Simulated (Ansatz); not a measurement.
Relaxation of CH4AlF (7 atoms, charge 0, multiplicity 1), to a largest force component of 0.03 eV/Å in at most 50 steps.

Method: Ansatz 0.2.0, RKS PBE0-D4/def2-SVP.

```xyz
7
Properties=species:S:1:pos:R:3
Al 0.329 0.018 0.023
C 1.027 -0.029 1.826
H 0.487 -0.152 2.777
H 1.766 -0.846 1.727
H 1.621 0.902 1.855
H 1.798 0.261 -0.406
F -1.122 -0.153 -0.751
```

Where does it end, and by what steps?

The run converged. After 7 steps the energy has fallen by 0.742 eV; H6 moved furthest, 0.81 Å.

| step | energy less start (eV) | largest force component (eV/Å) | accepted |
| --- | --- | --- | --- |
| 0 | 0.0000 | 1.728 | yes |
| 1 | -0.3428 | 0.855 | yes |
| 2 | -0.5297 | 0.545 | yes |
| 3 | -0.6602 | 0.396 | yes |
| 4 | -0.7190 | 0.586 | yes |
| 5 | -0.7390 | 0.190 | yes |
| 6 | -0.7405 | 0.113 | yes |
| 7 | -0.7421 | 0.023 | yes |

```xyz
7
Properties=species:S:1:pos:R:3
Al 0.608 0.055 0.001
C 1.082 -0.039 1.881
H 0.205 -0.158 2.535
H 1.763 -0.887 2.071
H 1.624 0.869 2.197
H 1.614 0.318 -1.191
F -0.988 -0.158 -0.443
```

Whether the end is a true minimum wasn't checked by a vibrational analysis.

The run took 13 s on 1 thread of Arm Neoverse V2, with other jobs on the host, peak memory 0.13 GiB.
